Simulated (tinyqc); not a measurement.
Worked calculation (part 2 of 2): RKS/BP86 in the sto-3g basis, for BH2+, spin multiplicity 1. Computed by tinyqc, a small Python program that keeps every step (integrals from PySCF). Command: `OMP_NUM_THREADS=1 python tinyqc.py 26101 26102 out.jsonl` (the two numbers bound the seeds that draw the settings). One thread of a shared host (Intel(R) Xeon(R) Processor @ 2.60GHz), about 0.6 s of CPU time with the checks.

Geometry (angstrom):
```
atom        x         y        z
B     0.00000   0.00000  0.00000
H     0.00000   1.44900  0.76000
H     0.00000  -1.44900  0.76000
```

## Iteration 2: DIIS over 2 matrices

error matrix X^T (FDS - SDF) X:
```
          1         2        3         4         5         6         7
1   0.00000  -0.13913  0.00000   0.00000   0.03637   0.13845   0.13845
2   0.13913   0.00000  0.00000   0.00000  -0.01618  -0.44869  -0.44869
3   0.00000   0.00000  0.00000   0.00000   0.00000   0.00000   0.00000
4   0.00000   0.00000  0.00000   0.00000   0.00000  -0.38620   0.38620
5  -0.03637   0.01618  0.00000   0.00000   0.00000  -0.10432  -0.10432
6  -0.13845   0.44869  0.00000   0.38620   0.10432   0.00000   0.00000
7  -0.13845   0.44869  0.00000  -0.38620   0.10432   0.00000   0.00000
```

B (overlaps of the stored error matrices):
```
                1               2
1   1.2032805e+00  -1.2040513e+00
2  -1.2040513e+00   1.5639952e+00
```

Minimise |sum c_i e_i|^2 with sum c_i = 1: solve [B -1; -1 0][c; lambda] = [0; -1] with B_ij = tr e_i^T e_j, and take F = sum c_i F_i.

DIIS coefficients: 0.53485  0.46515

extrapolated F (hartree):
```
           1B 1s     1B 2s    1B 2px    1B 2py    1B 2pz     2H 1s     3H 1s
1B 1s   -6.66267  -1.99129   0.00000   0.00000   0.01410  -0.18610  -0.18610
1B 2s   -1.99129  -1.11326   0.00000   0.00000   0.01693  -0.27989  -0.27989
1B 2px   0.00000   0.00000  -0.30280   0.00000   0.00000   0.00000   0.00000
1B 2py   0.00000   0.00000   0.00000  -0.34914   0.00000  -0.21927   0.21927
1B 2pz   0.01410   0.01693   0.00000   0.00000  -0.30348  -0.11011  -0.11011
2H 1s   -0.18610  -0.27989   0.00000  -0.21927  -0.11011  -0.37163  -0.02920
3H 1s   -0.18610  -0.27989   0.00000   0.21927  -0.11011  -0.02920  -0.37163
```

## Iteration 2: diagonalisation and new density

X:
```
           1B 1s     1B 2s   1B 2px    1B 2py    1B 2pz     2H 1s     3H 1s
1B 1s    1.03033  -0.15116  0.00000   0.00000  -0.00526   0.01932   0.01932
1B 2s   -0.15116   1.09906  0.00000   0.00000   0.03708  -0.15996  -0.15996
1B 2px   0.00000   0.00000  1.00000   0.00000   0.00000   0.00000   0.00000
1B 2py   0.00000   0.00000  0.00000   1.07200   0.00000  -0.16379   0.16379
1B 2pz  -0.00526   0.03708  0.00000   0.00000   1.01956  -0.08483  -0.08483
2H 1s    0.01932  -0.15996  0.00000  -0.16379  -0.08483   1.07937  -0.00552
3H 1s    0.01932  -0.15996  0.00000   0.16379  -0.08483  -0.00552   1.07937
```

Diagonalise F' = X^T F X, C = X C', fill 3 alpha and 3 beta electrons from the bottom; D = 2 C_occ C_occ^T. Each column has its largest component positive (the first on a tie).

F' = X^T F X (hartree):
```
          1         2         3         4         5         6         7
1  -6.49003  -1.03824   0.00000   0.00000   0.00034   0.00714   0.00714
2  -1.03824  -0.67361   0.00000   0.00000   0.05350  -0.12760  -0.12760
3   0.00000   0.00000  -0.30280   0.00000   0.00000   0.00000   0.00000
4   0.00000   0.00000   0.00000  -0.26559   0.00000  -0.14463   0.14463
5   0.00034   0.05350   0.00000   0.00000  -0.27976  -0.07481  -0.07481
6   0.00714  -0.12760   0.00000  -0.14463  -0.07481  -0.27601  -0.01009
7   0.00714  -0.12760   0.00000   0.14463  -0.07481  -0.01009  -0.27601
```

orbital energies (hartree): MO1 -6.66989, MO2 -0.59755, MO3 -0.47029, MO4 -0.35858, MO5 -0.30280, MO6 -0.10348, MO7 -0.06122

coefficients C:
```
             MO1       MO2       MO3       MO4      MO5       MO6       MO7
1B 1s    0.98949  -0.26803   0.00000   0.10552  0.00000  -0.15211   0.00000
1B 2s    0.03790   0.84262   0.00000  -0.40785  0.00000   0.63682   0.00000
1B 2px   0.00000   0.00000   0.00000   0.00000  1.00000   0.00000   0.00000
1B 2py   0.00000   0.00000   0.59386   0.00000  0.00000   0.00000   0.92204
1B 2pz  -0.00069  -0.00238   0.00000   0.77918  0.00000   0.66945   0.00000
2H 1s   -0.00569   0.24303   0.42689   0.33428  0.00000  -0.66248  -0.65809
3H 1s   -0.00569   0.24303  -0.42689   0.33428  0.00000  -0.66248   0.65809
```

D after iteration 2:
```
           1B 1s     1B 2s   1B 2px    1B 2py    1B 2pz     2H 1s     3H 1s
1B 1s    2.10185  -0.37669  0.00000   0.00000  -0.00009  -0.14155  -0.14155
1B 2s   -0.37669   1.42290  0.00000   0.00000  -0.00407   0.40914   0.40914
1B 2px   0.00000   0.00000  0.00000   0.00000   0.00000   0.00000   0.00000
1B 2py   0.00000   0.00000  0.00000   0.70534   0.00000   0.50702  -0.50702
1B 2pz  -0.00009  -0.00407  0.00000   0.00000   0.00001  -0.00115  -0.00115
2H 1s   -0.14155   0.40914  0.00000   0.50702  -0.00115   0.48266  -0.24627
3H 1s   -0.14155   0.40914  0.00000  -0.50702  -0.00115  -0.24627   0.48266
```

## Iteration 9 (converged): orbitals

converged F (hartree):
```
           1B 1s     1B 2s    1B 2px    1B 2py    1B 2pz     2H 1s     3H 1s
1B 1s   -6.81507  -2.02922   0.00000   0.00000   0.00471  -0.18972  -0.18972
1B 2s   -2.02922  -1.20126   0.00000   0.00000  -0.00523  -0.30238  -0.30238
1B 2px   0.00000   0.00000  -0.38793   0.00000   0.00000   0.00000   0.00000
1B 2py   0.00000   0.00000   0.00000  -0.43113   0.00000  -0.24166   0.24166
1B 2pz   0.00471  -0.00523   0.00000   0.00000  -0.39874  -0.12606  -0.12606
2H 1s   -0.18972  -0.30238   0.00000  -0.24166  -0.12606  -0.48139  -0.03099
3H 1s   -0.18972  -0.30238   0.00000   0.24166  -0.12606  -0.03099  -0.48139
```

As before.

F' = X^T F X (hartree):
```
          1         2         3         4         5         6         7
1  -6.64205  -1.04399   0.00000   0.00000  -0.00600   0.00643   0.00643
2  -1.04399  -0.76249   0.00000   0.00000   0.02984  -0.12003  -0.12003
3   0.00000   0.00000  -0.38793   0.00000   0.00000   0.00000   0.00000
4   0.00000   0.00000   0.00000  -0.34989   0.00000  -0.13828   0.13828
5  -0.00600   0.02984   0.00000   0.00000  -0.37629  -0.07160  -0.07160
6   0.00643  -0.12003   0.00000  -0.13828  -0.07160  -0.39095  -0.00947
7   0.00643  -0.12003   0.00000   0.13828  -0.07160  -0.00947  -0.39095
```

orbital energies (hartree): MO1 -6.82199, MO2 -0.68569, MO3 -0.56188, MO4 -0.44557, MO5 -0.38793, MO6 -0.22801, MO7 -0.16949

coefficients C:
```
             MO1       MO2       MO3       MO4      MO5       MO6       MO7
1B 1s    0.98975  -0.26061   0.00000   0.12603  0.00000  -0.14758   0.00000
1B 2s    0.03704   0.81748   0.00000  -0.48027  0.00000   0.61889   0.00000
1B 2px   0.00000   0.00000   0.00000   0.00000  1.00000   0.00000   0.00000
1B 2py   0.00000   0.00000   0.55661   0.00000  0.00000   0.00000   0.94500
1B 2pz   0.00093   0.06050   0.00000   0.76351  0.00000   0.68460   0.00000
2H 1s   -0.00580   0.25977   0.45280   0.32943  0.00000  -0.65855  -0.64054
3H 1s   -0.00580   0.25977  -0.45280   0.32943  0.00000  -0.65855   0.64054
```

D after iteration 9:
```
           1B 1s     1B 2s   1B 2px    1B 2py    1B 2pz     2H 1s     3H 1s
1B 1s    2.09507  -0.35277  0.00000   0.00000  -0.02969  -0.14688  -0.14688
1B 2s   -0.35277   1.33929  0.00000   0.00000   0.09898   0.42428   0.42428
1B 2px   0.00000   0.00000  0.00000   0.00000   0.00000   0.00000   0.00000
1B 2py   0.00000   0.00000  0.00000   0.61962   0.00000   0.50406  -0.50406
1B 2pz  -0.02969   0.09898  0.00000   0.00000   0.00732   0.03142   0.03142
2H 1s   -0.14688   0.42428  0.00000   0.50406   0.03142   0.54508  -0.27503
3H 1s   -0.14688   0.42428  0.00000  -0.50406   0.03142  -0.27503   0.54508
```

## Convergence

Stop when the energy changes by less than 1e-10 hartree and every element of the error matrix X^T (F D S - S D F) X is below 3e-06.

Course of the cycle:
```
iteration  E (hartree)     change  largest element of the error matrix
1          -24.2408785          -                             3.57e-01
2          -24.6893825  -4.49e-01                             4.49e-01
3          -25.1770133  -4.88e-01                             6.04e-02
4          -25.1855622  -8.55e-03                             1.33e-02
5          -25.1859890  -4.27e-04                             1.36e-03
6          -25.1859911  -2.14e-06                             3.64e-04
7          -25.1859914  -2.86e-07                             1.90e-05
8          -25.1859914  -5.24e-10                             1.28e-07
9          -25.1859914  -4.26e-14                             6.24e-09
```

PySCF RKS in the same basis, fine grid = -25.1850832 hartree

Converged in 9 iterations. The coarse grid moves the energy by -9.08e-04 hartree.

## Populations, bond orders and dipole

overlap S:
```
          1B 1s    1B 2s   1B 2px    1B 2py   1B 2pz    2H 1s     3H 1s
1B 1s   1.00000  0.26933  0.00000   0.00000  0.00000  0.02458   0.02458
1B 2s   0.26933  1.00000  0.00000   0.00000  0.00000  0.27559   0.27559
1B 2px  0.00000  0.00000  1.00000   0.00000  0.00000  0.00000   0.00000
1B 2py  0.00000  0.00000  0.00000   1.00000  0.00000  0.28707  -0.28707
1B 2pz  0.00000  0.00000  0.00000   0.00000  1.00000  0.15057   0.15057
2H 1s   0.02458  0.27559  0.00000   0.28707  0.15057  1.00000   0.02260
3H 1s   0.02458  0.27559  0.00000  -0.28707  0.15057  0.02260   1.00000
```

Mulliken: Z minus the diagonal of D S on the atom; Loewdin: the same with S^(1/2) D S^(1/2); Mayer order: 2 sum_s sum (D(s) S)_ij (D(s) S)_ji over the two atoms.

Charges (e):
```
atom  Mulliken  Loewdin
1B     0.60322  0.64403
2H     0.19839  0.17799
3H     0.19839  0.17799
```

Mayer bond orders:
```
pair    order
2-1   0.87691
3-1   0.87691
3-2   0.08373
```

dipole moment about the origin, x y z (debye): 0.00000  0.00000  0.70087
